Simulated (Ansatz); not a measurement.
Black phosphorus was calculated with r²SCAN (PAW; Ansatz, a quantum-chemistry and plane-wave program).

Run with plane-wave cutoff 600 eV, 12×12×8 k mesh (along the axes of the cell as run), Fermi–Dirac smearing 0.01 eV, scalar-relativistic PAW data made under PBE.

Starting structure:

```
P
1.0
    1.65500    -5.24000     0.00000
    1.65500     5.24000     0.00000
    0.00000     0.00000     4.38000
P
4
Direct
  0.10170   0.89830   0.91940
  0.39830   0.60170   0.41940
  0.60170   0.39830   0.58060
  0.89830   0.10170   0.08060
```

**Question.** Into what structure does the relaxation of cell and atoms lead at this level, with the symmetry of the start kept?

**Answer.** The volume rises by 9.0 %; final space group Cmce.
```
P
1.0
    1.64972    -5.50935     0.00000
    1.64972     5.50935     0.00000
    0.00000     0.00000     4.55530
P
4
Direct
  0.09544   0.90456   0.91154
  0.40456   0.59544   0.41154
  0.59544   0.40456   0.58846
  0.90456   0.09544   0.08846
```

Note: the cell comes from a level without a dispersion term, which matters for the spacing of layers, chains or molecules.
